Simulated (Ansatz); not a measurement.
A calculation on bcc Nb returned lattice constant a 3.352 Å, bulk modulus 156 GPa.

For reference: lattice constant a 3.294 Å (measured, static lattice: zero-point anharmonic expansion removed; as tabulated in Mejia-Rodriguez and Trickey (2018), arXiv:1807.09216); bulk modulus 173 GPa (measured, 0 K value with the zero-point phonon effect removed; as tabulated in Mejia-Rodriguez and Trickey (2018), arXiv:1807.09216).

Problem. Which level of theory produced these numbers?
A. BLYP (Ansatz, a program for electronic structure)
B. r²SCAN+rVV10 (Ansatz)
C. HSE06-D3(BJ) (Ansatz)
D. PBEsol (Ansatz)

Solution. A, BLYP (Ansatz)

The others give: r²SCAN+rVV10 3.294 Å, 176 GPa; HSE06-D3(BJ) 3.234 Å, 186 GPa; PBEsol 3.271 Å, 181 GPa.

Unless a cell is named, each level is at its own relaxed cell (BLYP 18.82, HSE06-D3(BJ) 16.92, PBEsol 17.51, r²SCAN+rVV10 17.87 Å³/atom).

Ansatz's density-functional and Hartree–Fock values are scalar-relativistic unless marked +SOC, with PAW data made under PBE.
